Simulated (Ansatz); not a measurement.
Input file:

```yaml
crystal:
  periodic: [false, false, false]
  atoms:
    - {symbol: Cl, position_ang: [0.000000, -0.401301, 1.516860]}
    - {symbol: Ga, position_ang: [0.000000, 0.499495, 0.094039]}
    - {symbol: Cl, position_ang: [0.000000, -0.639153, -1.704473]}
    - {symbol: H, position_ang: [0.000000, 2.044661, 0.094039]}
basis:
  gaussian: {orbitals: cc-pVDZ}
magnetization: {spin_polarized: false}
hamiltonian: {xc: hf}
output: {orbitals: {seedname: orbitals}}
```

```sh
$ ansatz run in.yaml --threads 1 --pin off --events-out ev --progress --plain --max-ram 2393MiB
```

Output:

```
760 factors; integrals over basis functions are off by at most 7.8e-4 eV
mean field evaluation 1: about -77355.1125 eV, gradient 1.6e1 eV
mean field evaluation 2: about -77355.1312 eV, gradient 1.6e1 eV
mean field evaluation 4: about -77355.9915 eV, gradient 1.1e0 eV
mean field evaluation 8: about -77355.9983 eV, gradient 3.2e-4 eV
mean field -77355.99834623 eV, -2842.7805054452 hartree, gradient 1.5e-5 eV, S^2 0.000000; 0 other end points of the search recorded, 0 dependent functions left out
reference -77355.99834623 eV, -2842.7805054452 hartree; 33, 33 occupied and 35, 35 virtual orbitals, 760 factors
Total energy: -77355.99834623 eV, -2842.7805054452 hartree
```

Ran on 1 thread of Intel Xeon, shared host: 3.5 s wall, 0.23 GiB peak host memory.
